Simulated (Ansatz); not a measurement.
**[PO3]− (metaphosphate (po31-) (8ci,9ci)) at 4 levels**

We compute a comparison of 4 runs (HF/STO-3G, UB3LYP/STO-3G, UMP2/STO-3G, CCSD(T)/STO-3G) of [PO3]− (metaphosphate (po31-) (8ci,9ci)). 

The calculation is run with Ansatz 0.2.0.

10 further runs of the same task are left out: 9 that didn't finish, 1 set aside as unsound or not needed.

## (1) The molecule

The species is [PO3]− (4 atoms), meant as a singlet with charge -1. SMILES: `O=P(=O)[O-]`. The P2–O1 distance was set to 1.852 Å, away from the relaxed value.

Bond lengths: O1–P2 1.852 Å, P2–O3 1.482 Å, P2–O4 1.482 Å. Angles: O1–P2–O3 120.0°, O1–P2–O4 120.0°, O3–P2–O4 120.0°.

## (2) The energy at HF/STO-3G (run 1)

Input file input.yaml:

```yaml
crystal:
  periodic: [false, false, false]
  atoms:
    - symbol: O
      position_ang: [0.724858, -0.524408, -1.621696]
    - symbol: P
      position_ang: [0.000330, 0.000460, -0.000130]
    - symbol: O
      position_ang: [-1.057020, 1.037780, 0.038020]
    - symbol: O
      position_ang: [0.476740, -0.618790, 1.259510]
basis:
  gaussian: {orbitals: STO-3G}
total_charge: -1
hamiltonian: {xc: hf}
accuracy: high
```

The run is started by

```bash
ansatz run input.yaml --threads 1 --pin off --max-ram 2610MiB --events-out events.jsonl --progress --plain --runs-dir runs
```

What it wrote:

```text
Warning: RAYON_NUM_THREADS=1 ignored (pool sized by the plan → 1); use --threads N
Functional definition: HF
  name "HF"
  exchange = exact_x
  correlation = 0
458 factors; integrals over basis functions are off by at most 2.6e-8 eV
mean field evaluation 1: about -15176.8437 eV, gradient 4.5e1 eV
mean field evaluation 2: about -15176.9225 eV, gradient 4.6e1 eV
mean field evaluation 4: about -15185.5374 eV, gradient 8.4e0 eV
mean field evaluation 8: about -15186.0499 eV, gradient 1.2e-1 eV
mean field evaluation 16: about -15186.0406 eV, gradient 2.8e-8 eV
mean field -15186.04063794 eV, -558.0766999761 hartree, gradient 2.8e-8 eV, S^2 0.000000; 0 other end points of the search recorded, 0 dependent functions left out
reference -15186.04063794 eV, -558.0766999761 hartree; 20, 20 occupied and 4, 4 virtual orbitals, 458 factors
Total energy: -15186.04063794 eV, -558.0766999761 hartree
```

Run time: 0.18 s. Hardware: 1 thread of Arm Neoverse V1, shared host.

## (3) The energy at UB3LYP/STO-3G (run 2)

Input file job.yaml:

```yaml
crystal:
  periodic: [false, false, false]
  atoms:
    - {symbol: O, position_ang: [0.724858, -0.524408, -1.621696]}
    - {symbol: P, position_ang: [0.000330, 0.000460, -0.000130]}
    - {symbol: O, position_ang: [-1.057020, 1.037780, 0.038020]}
    - {symbol: O, position_ang: [0.476740, -0.618790, 1.259510]}
basis:
  gaussian: {orbitals: STO-3G}
total_charge: -1
magnetization: {spin_polarized: true, initial_magnetization: 0}
hamiltonian: {xc: {name: B3LYP}}
accuracy: high
```

The run is started by

```bash
ansatz run job.yaml --threads 1 --pin off --max-ram 2610MiB --events-out events.jsonl --progress --plain --runs-dir runs
```

What it wrote:

```text
Warning: RAYON_NUM_THREADS=1 ignored (pool sized by the plan → 1); use --threads N
Functional definition: B3LYP
  name "B3LYP"
  parameter a0 = 0.2
  parameter ax = 0.72
  parameter ac = 0.81
  exchange = (1 - a0 - ax)*slater_x + ax*b88_x + a0*exact_x
  correlation = (1 - ac)*vwn_rpa_c + ac*lyp_c
458 factors; integrals over basis functions are off by at most 2.6e-8 eV
mean field evaluation 1: about -15220.7168 eV, gradient 3.5e1 eV
mean field evaluation 2: about -15166.3068 eV, gradient 8.7e1 eV
mean field evaluation 4: about -15230.1000 eV, gradient 6.2e0 eV
mean field evaluation 8: about -15230.3876 eV, gradient 7.1e-2 eV
mean field evaluation 16: about -15230.3976 eV, gradient 1.1e-5 eV
mean field -15230.39762424 eV, -559.7067891565 hartree, gradient 1.3e-8 eV, S^2 0.000000; 0 other end points of the search recorded, 0 dependent functions left out
reference -15230.39764408 eV, -559.7067898857 hartree; 20, 20 occupied and 4, 4 virtual orbitals, 458 factors
Total energy: -15230.39764408 eV, -559.7067898857 hartree
```

Wall time 2.3 s (1 thread of Arm Neoverse V1, shared host); peak memory 0.14 GiB.

Run 3 isn't shown in full; the table further down has it.

## (4) The energy at CCSD(T)/STO-3G (run 4)

input.yaml: that of step 2 with these lines changed.

```diff
@@ -12,5 +12,10 @@
 basis:
-  gaussian: {orbitals: STO-3G}
+  gaussian:
+    orbitals: STO-3G
 total_charge: -1
-hamiltonian: {xc: hf}
+correlation:
+  method: ccsd_t
+  frozen_orbitals: {O: 1, P: 5}
 accuracy: high
+scf:
+  omitted_lower_state_checks: [cluster_reference, increment]
```

The run is started by

```bash
ansatz run input.yaml --threads 1 --pin off --max-ram 2610MiB --events-out events.jsonl --progress --plain --runs-dir runs
```

What it wrote, shortened:

```text
Warning: RAYON_NUM_THREADS=1 ignored (pool sized by the plan → 1); use --threads N
Functional definition: HF
  name "HF"
[...]
458 factors; integrals over basis functions are off by at most 2.6e-8 eV
[...]
mean field -15186.04063794 eV, -558.0766999761 hartree, gradient 2.8e-8 eV, S^2 0.000000; 1 other end points of the search recorded, 0 dependent functions left out; unrestricted orbitals would lower it
8 core orbitals not correlated: weight in the atoms' cores, before any rotation towards them, 1.000 or more for the frozen orbitals, at most 0.000 for the correlated occupied ones
reference -15186.04063794 eV, -558.0766999761 hartree; 12, 12 occupied and 4, 4 virtual orbitals, 458 factors
second order -4.94664452 eV of doubles, -0.00000000 eV of singles
cycle   1  -4.70942294 eV  change    2.4e-1 eV  update   1.6e-1
[...]
cycle  27  -5.43004785 eV  change   -1.1e-9 eV  update   2.3e-9
perturbative correction -0.59794232 eV, -0.0219739750 hartree
Total energy: -15192.06862811 eV, -558.2982245291 hartree
Checks for a lower state left out: cluster_reference, increment
```

Wall time 0.32 s (1 thread of Arm Neoverse V1, shared host).

## (5) The series

```tsv
run	level	frozen core orbitals	energy (Eh)	wall time
1	HF/STO-3G	–	-558.076700	0.18 s
2	UB3LYP/STO-3G	–	-559.706790	2.3 s
3	UMP2/STO-3G	8	-558.213897	1.6 s
4	CCSD(T)/STO-3G	8	-558.298225	0.32 s
```

## (6) What came out

```
                                          quantity          value
                               run 4: total energy  -558.29822 Eh
run 4: correlation energy (8 core orbitals frozen)     -221.5 mEh
                             run 4: (T) correction     -21.97 mEh
                              run 4: T1 diagnostic          0.035
```

Below the HF energy at the same shape and in the same basis (STO-3G): UMP2 -137.2 mEh; CCSD(T) -221.5 mEh. Some of these start from another determinant than that one, so these aren't their correlation energies. In run 4 the T1 diagnostic is large, so a single reference may not serve. In run 4 the log says that unrestricted orbitals would lower the reference, so the values rest on an unstable closed-shell determinant (other closed-shell runs at this shape may share the fault). In runs 1, 2, 3, 4 the basis is minimal, so the values are rough. Spin contamination of the reference: run 3 ⟨S²⟩ = 0.60. Where it is this large, the reference is a mixture of spin states, and values that rest on it are in doubt. All runs together took 4.3 s, the longest 2.3 s.
